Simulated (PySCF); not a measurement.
Two structures of AlNH6S, singlet, reached by relaxing down either side of one saddle point (PBE0-D4/def2-TZVP). Energies are electronic, without zero-point energy. Program: PySCF 2.14 with density fitting (its default auxiliary sets; JK sets also for MP2 and CCSD(T)). Basis: def2-TZVPP and def2-QZVPP. Cores are frozen in the correlated methods. Extrapolation: Hartree–Fock as exp(−7.88 √X), correlation as X^−2.97. First:

| atom | x (Å) | y (Å) | z (Å) |
| --- | --- | --- | --- |
| Al1 | -0.6528 | 0.2288 | -0.6675 |
| S2 | 1.0971 | 1.4436 | -1.3490 |
| H3 | -0.8760 | -1.1628 | -1.4154 |
| H4 | -1.8829 | 1.1115 | -0.1680 |
| H5 | 0.3694 | 0.3579 | 1.6886 |
| N6 | 0.0447 | -0.4366 | 1.1455 |
| H7 | 1.6844 | 0.4236 | -1.9959 |
| H8 | 0.8364 | -1.0594 | 1.0173 |
| H9 | -0.6600 | -0.9269 | 1.6883 |

Second:

```
9
angstrom
Al -0.8338 -0.0313 -0.5580
S 1.1732 1.6544 -0.4462
H -0.5468 -0.4042 -2.0799
H -1.8968 1.0723 -0.1227
H 1.2056 1.7183 0.8950
N -0.4099 -1.2633 0.6660
H 2.1309 0.7133 -0.4831
H 0.0481 -2.1363 0.4628
H -0.7510 -1.2662 1.6130
```

Question: Which bonds change from the first to the second?

Answer: AlH₃S ([AlH2][SH]) + NH₃ → AlNH₄ ([NH2][AlH2]) + H₂S (still joined by a long Al–S bond); bonds formed: S2–H5; dative contacts that become bonds: Al1–N6; bonds broken: H5–N6; bonds weakened to dative contacts: Al1–S2.

Question: Give the saddle point's structure and its height above each. (Judge from chemistry; the value comes from the calculation.)

Answer: The calculation gives: 31.41 kcal/mol above the first and 4.88 kcal/mol above the second (CCSD(T) at an estimated basis limit (MP2 extrapolated from triple and quadruple zeta, plus CCSD(T) − MP2 in triple zeta)).
```
9
angstrom
Al -0.7948 -0.1196 -0.6375
S 1.0143 1.6367 -0.4455
H -0.3399 -1.0132 -1.8692
H -2.1396 0.7201 -0.5779
H 0.8257 0.6626 0.6141
N -0.1517 -0.6745 1.0164
H 1.9357 0.8738 -1.0569
H 0.3559 -1.5442 1.1045
H -0.7054 -0.5418 1.8519
```

The T1 diagnostic stays at or below 0.011.

Labels in which every atom is bracketed show which atoms are joined, not bond orders.

For scale, one of the runs: CCSD(T)/def2-TZVPP, 199 basis functions, launched by `OMP_NUM_THREADS=4 python run.py`. Time: 5 min of wall clock on 4 CPU threads of an Arm Neoverse V1; the host was shared. Peak host memory: 2.1 GiB.
